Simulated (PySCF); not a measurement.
## Static response to an electric field

Thiophen-2-ol, C₄H₄OS.
Geometry (PBE0-D3(BJ)/def2-SVP, Å), atoms numbered from 1 in this order:
```
atom  x, y, z in Å
O1     2.3312    0.0428   -0.3270
C2     1.0087    0.0927   -0.0966
C3     0.0902   -0.8378   -0.5017
C4    -1.2386   -0.4691   -0.1406
C5    -1.3125    0.7198    0.5281
S6     0.2506    1.4334    0.7142
H7     2.8011    0.6208    0.2832
H8     0.3731   -1.7476   -1.0301
H9    -2.1158   -1.0787   -0.3623
H10   -2.1881    1.2237    0.9327
```

Level: wB97X-D/def2-SVPD (PySCF), static field, nuclei fixed, core orbitals frozen in the response. The polarisability tensor in these axes (au):

```
x   79.28  3.16 -2.00
y    3.16 69.49 13.37
z   -2.00 13.37 52.49
```

Diagonalise the tensor; give its mean and Δα, where Δα² is half the sum of the squared differences of the eigenvalues.

Principal values 44.84, 75.95 and 80.48 au; mean 67.09 au = 9.94 Å³ = 11.06 × 10⁻⁴⁰ C²·m²/J; Δα = 33.61 au (50 % of the mean).

What is the dipole moment, and where does it point?

(0.05, 0.36, 0.75) D, 0.84 D in size, pointing from the negative to the positive side. Measured along this direction, the outermost atoms are H8 at the negative end and S6 and H10 at the positive end.

Find the Langevin capture rate constant for NO+ (29.998 u) meeting this molecule (99.998 u), k = 2.342 × 10⁻⁹ cm³/s × √(α in Å³ / reduced mass in u).

The reduced mass is 23.08 u, so k = 1.54 × 10⁻⁹ cm³/s. The formula leaves out the permanent dipole, which adds to the capture rate.

Orientational against electronic polarisability at 350 K (dilute gas, rigid molecules)?

In Gaussian units μ²/3kT = 4.82 Å³ against 9.94 Å³, a ratio of 0.48; the Debye molar polarisation (4π/3)N_A(α + μ²/3kT) is 37.2 cm³/mol, leaving out the vibrational part.

Molar refractivity from α?

Lorentz–Lorenz: R = (4π/3)N_A α = 2.5225 cm³/(mol·Å³) × 9.94 Å³ = 25.1 cm³/mol, in the limit of long wavelengths.

One conformer (not necessarily the lowest) at the PBE0-D3(BJ)/def2-SVP geometry, without solvent, vibrations or thermal averaging.
